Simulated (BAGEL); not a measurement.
**BHF2 (SMILES FBF), step by step**

Wanted: the energy (HF/6-31G*), then a single-point energy (NEVPT2(2,2)/6-31G*), then a single-point energy (CASPT2(2,2)/6-31G*) of BHF2. 

The calculation is run with BAGEL 1.2.2.

1 further run of the same task is left out (set aside as unsound or not needed).

## (1) Starting point

BHF2: 4 atoms, total charge 0, spin state singlet. As SMILES, `FBF`. Geometry: relaxed at PBE0-D4/def2-TZVP.

Bond lengths: F1–B2 1.313 Å, B2–F3 1.313 Å, B2–H4 1.191 Å. Angles: F1–B2–F3 118.1°, F1–B2–H4 121.0°, F3–B2–H4 121.0°.

## (2) The energy at HF/6-31G(d) (density fitting with svp-jkfit, spherical functions) (run 1)

input.json

```json
{ "bagel": [

{
  "title": "molecule",
  "basis": "6-31gs.json",
  "df_basis": "svp-jkfit",
  "angstrom": true,
  "geometry": [
    { "atom": "F", "xyz": [    1.154322,    0.456909,   -0.361907 ] },
    { "atom": "B", "xyz": [   -0.001900,   -0.031000,    0.025200 ] },
    { "atom": "F", "xyz": [   -1.095400,    0.528700,   -0.438900 ] },
    { "atom": "H", "xyz": [   -0.057000,   -0.954600,    0.775600 ] }
  ]
},
{
  "title": "hf",
  "charge": 0
},
{
  "title": "print",
  "file": "orbitals.molden",
  "orbitals": true
}

]}
```

The basis set 6-31G* is read from a file made from the Basis Set Exchange's data (not shown).

Launch:

```sh
BAGEL_NUM_THREADS=1 BAGEL input.json > input.out
```

Output:

```text
* using 1 threads per process

  ===============================================================
  ===============================================================

  *** Geometry ***

  { "atom" : "F", "xyz" : [      2.181352,      0.863433,     -0.683905 ] },
  { "atom" : "B", "xyz" : [     -0.003590,     -0.058582,      0.047621 ] },
  { "atom" : "F", "xyz" : [     -2.070006,      0.999098,     -0.829401 ] },
  { "atom" : "H", "xyz" : [     -0.107714,     -1.803933,      1.465672 ] },

  Number of auxiliary basis functions:      247

  Since a DF basis is specified, we compute 2- and 3-index integrals:
    o Being stored without compression. Storage requirement is 0.004 GB

  Number of basis functions:       44
  Number of electrons      :       24

    * METHOD: MOLECULE                             0.04

  *** RHF ***

  === Nuclear Repulsion ===
    61.8880096827

      * DIIS with orbital gradients will be used.

  === RHF iteration (6-31gs.json) ===
      0       -224.09740171          0.03466850           0.01
      1       -224.20545187          0.02135504           0.01
      2       -224.25794528          0.00176793           0.01
      3       -224.25854710          0.00018363           0.01
      4       -224.25855510          0.00003311           0.01
      5       -224.25855537          0.00000931           0.01
      6       -224.25855539          0.00000187           0.01
      7       -224.25855539          0.00000019           0.01
      8       -224.25855539          0.00000009           0.01
      9       -224.25855539          0.00000002           0.01
     10       -224.25855539          0.00000000           0.01
    * SCF iteration converged.

    * Permanent dipole moment:
           (    0.018569,     0.306136,    -0.248761) a.u.

    * METHOD: HF                                   0.11

    * METHOD: PRINT                                0.00

  ===============================================================
```

It took 0.28 s on 1 thread of Arm Neoverse V2, shared host.

## (3) The energy at NEVPT2(2,2)/6-31G(d) (density fitting with svp-jkfit, spherical functions) (run 2)

input.json

```json
{ "bagel" : [

{
  "title" : "molecule",
  "basis" : "6-31gs.json",
  "df_basis" : "svp-jkfit",
  "angstrom" : "true",
  "geometry" : [
    { "atom" : "F", "xyz" : [    1.154322,    0.456909,   -0.361907 ] },
    { "atom" : "B", "xyz" : [   -0.001900,   -0.031000,    0.025200 ] },
    { "atom" : "F", "xyz" : [   -1.095400,    0.528700,   -0.438900 ] },
    { "atom" : "H", "xyz" : [   -0.057000,   -0.954600,    0.775600 ] }
  ]
},
{
  "title" : "hf"
},
{
  "title" : "nevpt2",
  "nstate" : 1,
  "nact" : 2,
  "nclosed" : 11,
  "nspin" : 0,
  "active" : [4, 15],
  "maxiter" : 200,
  "natocc" : "true",
  "ncore" : 3
},
{
  "title" : "print",
  "file" : "orbitals.molden",
  "orbitals" : "true"
}

]}
```

The basis set 6-31G* is read from a file made from the Basis Set Exchange's data (not shown).

Launch:

```sh
BAGEL_NUM_THREADS=1 BAGEL input.json > input.out
```

Output:

```text
* using 1 threads per process

  ===============================================================
  ===============================================================

  *** Geometry ***

  { "atom" : "F", "xyz" : [      2.181352,      0.863433,     -0.683905 ] },
  { "atom" : "B", "xyz" : [     -0.003590,     -0.058582,      0.047621 ] },
  { "atom" : "F", "xyz" : [     -2.070006,      0.999098,     -0.829401 ] },
  { "atom" : "H", "xyz" : [     -0.107714,     -1.803933,      1.465672 ] },

  Number of auxiliary basis functions:      247

  Since a DF basis is specified, we compute 2- and 3-index integrals:
    o Being stored without compression. Storage requirement is 0.004 GB

  Number of basis functions:       44
  Number of electrons      :       24

    * METHOD: MOLECULE                             0.04

  *** RHF ***

  === Nuclear Repulsion ===
    61.8880096827

      * DIIS with orbital gradients will be used.

  === RHF iteration (6-31gs.json) ===
      0       -224.09740171          0.03466850           0.01
      1       -224.20545187          0.02135504           0.01
      2       -224.25794528          0.00176793           0.01
      3       -224.25854710          0.00018363           0.01
      4       -224.25855510          0.00003311           0.01
      5       -224.25855537          0.00000931           0.01
      6       -224.25855539          0.00000187           0.01
      7       -224.25855539          0.00000019           0.01
      8       -224.25855539          0.00000009           0.01
      9       -224.25855539          0.00000002           0.01
     10       -224.25855539          0.00000000           0.01
    * SCF iteration converged.

    * Permanent dipole moment:
           (    0.018569,     0.306136,    -0.248761) a.u.

    * METHOD: HF                                   0.10

    * freezing 3 orbitals
  ---------------------------
      CASSCF calculation
  ---------------------------

    ==== Active orbitals : =====
         Orbital 4
         Orbital 15
    ============================

    * nstate   :      1
    * nclosed  :     11
    * nact     :      2
    * nvirt    :     31
  === CASSCF iteration (6-31gs.json) ===

    * Using the second-order algorithm

      0  0      -224.25859983     3.69e-05      0.00

      1  0      -224.26012931     4.86e-04      0.03

      2  0      -224.26197780     3.53e-04      0.05

      3  0      -224.26215001     8.75e-05      0.06

      4  0      -224.26215403     1.43e-05      0.06

      5  0      -224.26215412     2.12e-06      0.06

      6  0      -224.26215412     2.96e-07      0.07

      7  0      -224.26215412     4.18e-08      0.06

      8  0      -224.26215412     6.60e-09      0.05

    * Second-order optimization converged. *

     guess   0:   closed 1.                   open ..

  === FCI iteration ===

      0  0      -224.25850397     5.29e-02      0.00
      1  0      -224.26215412     1.07e-07      0.00
      2  0 *    -224.26215412     5.20e-16      0.00

     * ci vector, state   0, <S^2> = 0.0000
       2.     0.9994045553

  === DF-NEVPT2 calculation ===

    * 3-index integral transformation done
    * assembly done

      NEVPT2 correlation energy:   -0.4103272836      0.03

          (+0)     -0.2799649907
          (+0)'    -0.0410391516
          (+1)     -0.0293215014
          (+1)'    -0.0000000000
          (+2)     -0.0024923843
          (-1)     -0.0533787505
          (-1)'     0.0000000000
          (-2)     -0.0041305051

      NEVPT2 total energy:       -224.6724814042

    * METHOD: NEVPT2                               0.50

    * METHOD: PRINT                                0.00

  ===============================================================
```

Wall time 0.78 s (1 thread of Arm Neoverse V2, shared host).

## (4) The energy at CASPT2(2,2)/6-31G(d) (density fitting with svp-jkfit, spherical functions) (run 3)

caspt2.json

```json
{ "bagel" : [

{
  "title" : "molecule",
  "basis" : "6-31gs.json",
  "df_basis" : "svp-jkfit",
  "angstrom" : true,
  "geometry" : [
    { "atom" : "F", "xyz" : [    1.154322,    0.456909,   -0.361907 ] },
    { "atom" : "B", "xyz" : [   -0.001900,   -0.031000,    0.025200 ] },
    { "atom" : "F", "xyz" : [   -1.095400,    0.528700,   -0.438900 ] },
    { "atom" : "H", "xyz" : [   -0.057000,   -0.954600,    0.775600 ] }
  ]
},
{ "title" : "hf", "charge" : 0 },
{ "title" : "casscf", "nstate" : 1, "nact" : 2, "nclosed" : 11, "charge" : 0, "active" : [4, 15], "maxiter" : 200, "natocc" : true },
{ "title" : "print", "file" : "orbitals.molden", "orbitals" : true },
{ "title" : "smith", "method" : "caspt2", "ms" : true, "xms" : true, "sssr" : true, "shift" : 0.2, "shift_imag" : true, "ncore" : 3 }

]}
```

The basis set 6-31G* is read from a file made from the Basis Set Exchange's data (not shown).

Launch:

```sh
BAGEL_NUM_THREADS=1 BAGEL caspt2.json > caspt2.out
```

Output:

```text
* using 1 threads per process

  ===============================================================
  ===============================================================

  *** Geometry ***

  { "atom" : "F", "xyz" : [      2.181352,      0.863433,     -0.683905 ] },
  { "atom" : "B", "xyz" : [     -0.003590,     -0.058582,      0.047621 ] },
  { "atom" : "F", "xyz" : [     -2.070006,      0.999098,     -0.829401 ] },
  { "atom" : "H", "xyz" : [     -0.107714,     -1.803933,      1.465672 ] },

  Number of auxiliary basis functions:      247

  Since a DF basis is specified, we compute 2- and 3-index integrals:
    o Being stored without compression. Storage requirement is 0.004 GB

  Number of basis functions:       44
  Number of electrons      :       24

    * METHOD: MOLECULE                             0.04

  *** RHF ***

  === Nuclear Repulsion ===
    61.8880096827

      * DIIS with orbital gradients will be used.

  === RHF iteration (6-31gs.json) ===
      0       -224.09740171          0.03466850           0.01
      1       -224.20545187          0.02135504           0.01
      2       -224.25794528          0.00176793           0.01
      3       -224.25854710          0.00018363           0.01
      4       -224.25855510          0.00003311           0.01
      5       -224.25855537          0.00000931           0.01
      6       -224.25855539          0.00000187           0.01
      7       -224.25855539          0.00000019           0.01
      8       -224.25855539          0.00000009           0.01
      9       -224.25855539          0.00000002           0.01
     10       -224.25855539          0.00000000           0.01
    * SCF iteration converged.

    * Permanent dipole moment:
           (    0.018569,     0.306136,    -0.248761) a.u.

    * METHOD: HF                                   0.11

  ---------------------------
      CASSCF calculation
  ---------------------------

    ==== Active orbitals : =====
         Orbital 4
         Orbital 15
    ============================

    * nstate   :      1
    * nclosed  :     11
    * nact     :      2
    * nvirt    :     31
  === CASSCF iteration (6-31gs.json) ===

    * Using the second-order algorithm

      0  0      -224.25859983     3.69e-05      0.00

      1  0      -224.26012931     4.86e-04      0.03

      2  0      -224.26197780     3.53e-04      0.05

      3  0      -224.26215001     8.75e-05      0.06

      4  0      -224.26215403     1.43e-05      0.06

      5  0      -224.26215412     2.12e-06      0.06

      6  0      -224.26215412     2.96e-07      0.07

      7  0      -224.26215412     4.18e-08      0.06

      8  0      -224.26215412     6.60e-09      0.06

    * Second-order optimization converged. *

     guess   0:   closed 1.                   open ..

  === FCI iteration ===

      0  0      -224.25850397     5.29e-02      0.00
      1  0      -224.26215412     1.07e-07      0.00
      2  0 *    -224.26215412     5.20e-16      0.00

     * ci vector, state   0, <S^2> = 0.0000
       2.     0.9994045553

    * METHOD: CASSCF                               0.47

    * METHOD: PRINT                                0.00

  === SMITH program ===

    * freezing 3 orbitals

    * Approximate memory requirement for SMITH calulation per MPI process:
      o Storage requirement for T-amplitude, lambda, and residual is 0.00 GB
      o Storage requirement for MO integrals is 0.00 GB
    * Calculating and saving rdm4f

    * Zeroth order energy : state  0       -1.7044431017

    * CASPT2 iteration is performed using orthogonal basis

      -------------------------------------------  CASPT2 iteration  ---------------------------------------------------
       #      aibj      arbs      arbi      airj      risj      airs      arst      rist         Etot      error   time
      ------------------------------------------------------------------------------------------------------------------

       0  -0.27937  -0.00461  -0.05296  -0.02873  -0.00276  -0.03595  -0.00000  -0.00000   -0.4043832  0.0053219   0.01
       1  -0.28004  -0.00470  -0.05344  -0.02964  -0.00297  -0.03720  -0.00000  -0.00000   -0.4079951  0.0010058   0.01
       2  -0.28006  -0.00471  -0.05338  -0.02974  -0.00298  -0.03731  -0.00000  -0.00000   -0.4081832  0.0002546   0.01
       3  -0.28009  -0.00471  -0.05337  -0.02970  -0.00299  -0.03734  -0.00000  -0.00000   -0.4081919  0.0000621   0.01
       4  -0.28009  -0.00471  -0.05337  -0.02970  -0.00299  -0.03734   0.00000  -0.00000   -0.4081925  0.0000166   0.01
       5  -0.28009  -0.00471  -0.05337  -0.02970  -0.00299  -0.03734  -0.00000  -0.00000   -0.4081925  0.0000042   0.01
       6  -0.28009  -0.00471  -0.05337  -0.02970  -0.00299  -0.03734  -0.00000  -0.00000   -0.4081925  0.0000011   0.01
       7  -0.28009  -0.00471  -0.05337  -0.02970  -0.00299  -0.03734  -0.00000   0.00000   -0.4081925  0.0000003   0.01

      ------------------------------------------------------------------------------------------------------------------

    * CASPT2 energy : state  0     -224.6713805806
        w/o shift correction       -224.6703466342
        reference weight              0.9109995540

    * METHOD: SMITH                                0.14

  ===============================================================
```

Wall time 0.9 s (1 thread of Arm Neoverse V2, shared host).

## (5) Summary of results

| quantity | value |
| --- | --- |
| run 1, HF/6-31G*: total energy | -224.25856 Eh |
| run 1, HF/6-31G*: dipole moment | 1.00 D |
| run 1, HF/6-31G*: HOMO energy | -15.05 eV |
| run 1, HF/6-31G*: LUMO energy | 4.32 eV |
| run 1, HF/6-31G*: HOMO–LUMO gap | 19.37 eV |
| run 2, NEVPT2(2,2)/6-31G*: total energy | -224.67248 Eh |
| run 3, CASPT2(2,2)/6-31G*: total energy | -224.67138 Eh |
